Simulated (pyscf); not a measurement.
PySCF, gas phase, ωB97X-D3(BJ)/def2-SVP geometries.

### Question
For the elementary gas-phase step `[CH3][Si]([Cl])[Cl]` [doublet] + `[ClH]` → `[CH3][Si]([Cl])([Cl])[Cl]` + `[H]` [doublet] (doublet surface; Cl–H broken, Cl–Si formed), what barrier and reaction energy does ωB97M-D3(BJ)/def2-TZVP give, measured from the separated reactants?

### Answer
ΔE‡ = 13.8 kcal/mol, ΔE = -8.5 kcal/mol. Zero-point energy shifts the barrier by -1.9 kcal/mol. It is an atom transfer, with an imaginary mode of 712i cm⁻¹. One saddle was located; it need not be the lowest between these sides. The angle at the transferred Cl is 174°.
